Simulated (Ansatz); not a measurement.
Reaction (ligand exchange at a Mg–Cl bond): `[NH2][Mg][Cl]` + NH₃ → `[NH2][Mg][NH2]` + HCl

Isolated molecules relaxed with PBE0-D4/def2-TZVP in Ansatz; ΔE leaves out vibrations. CBS: MP2 limit from def2 TZ/QZ plus the TZ coupled-cluster correction, frozen cores. This one scheme is used for every species. Functionals use def2-TZVPP. For Mg outer-core shells are correlated without core-valence functions, which leaves a few kJ/mol of doubt a bond. One conformer a species, not always the lowest.

Task: Is it downhill or uphill in electronic energy at CCSD(T)/CBS, and by how much? (Best estimate.)

Result: Ansatz gave: Uphill: ΔE = +1.52 eV.

Task: What do these levels give: r2SCANh-D4, revPBE, BLYP, RPA@PBE/def2-TZVPP, SCS-MP2/def2-TZVPP, CCSD/def2-TZVPP? (Best estimate.)

Result: Computed: r2SCANh-D4 1.58, revPBE 1.51, BLYP 1.47, RPA@PBE/def2-TZVPP 1.41, SCS-MP2/def2-TZVPP 1.49, CCSD/def2-TZVPP 1.50 eV.

Task: What do rigid-rotor, harmonic-oscillator terms from PBE0-D4/def2-TZVP frequencies (298.15 K, 1 bar) make of the CCSD(T)/CBS value? (Best estimate.)

Result: The calculation gave: ΔZPE = -0.13 eV, ΔH = +1.40 eV, ΔS = -1 J/(mol·K), ΔG = +1.40 eV.

Largest T1 diagnostic among the species: 0.009.

From r2SCAN to r2SCAN0 (25 % exact exchange), in def2-TZVPP and without D4, ΔE moves by +0.04 eV. Leaving LDA and LC-ωPBE aside and taking each functional with its dispersion term where it has one, the values, not all of them listed here, spread over 0.15 eV, from BLYP-D4 to BHLYP-D4. LDA lies −0.06 eV from PBE without D4.
